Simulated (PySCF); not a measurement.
# How methods differ on the ionisation energy of Si

Si [Ne] 3s2 3p2 (3P) → Si⁺ [Ne] 3s2 3p1 (2P), as a difference of total energies. All numbers are calculated (PySCF 2.14, the spin-free X2C one-electron Hamiltonian (Gaussian nucleus), in x2c-SVPall). Correlated levels: valence: [Ne] frozen. The calculations carry no spin-orbit coupling.

```csv
method,ionisation energy (eV),error (eV)
UHF,7.633,-0.524
M06-L,8.104,-0.053
M06-2X,7.968,-0.189
MP2 (valence),7.859,-0.298
SCS-MP2 (valence),7.792,-0.365
CCSD (valence),7.865,-0.292
CCSD(T) (valence),7.874,-0.283
```

Reference: 8.157 eV (measured; NIST levels, between the centres of gravity of the two terms).

Errors of the correlated levels include the incompleteness of this basis and the frozen core.
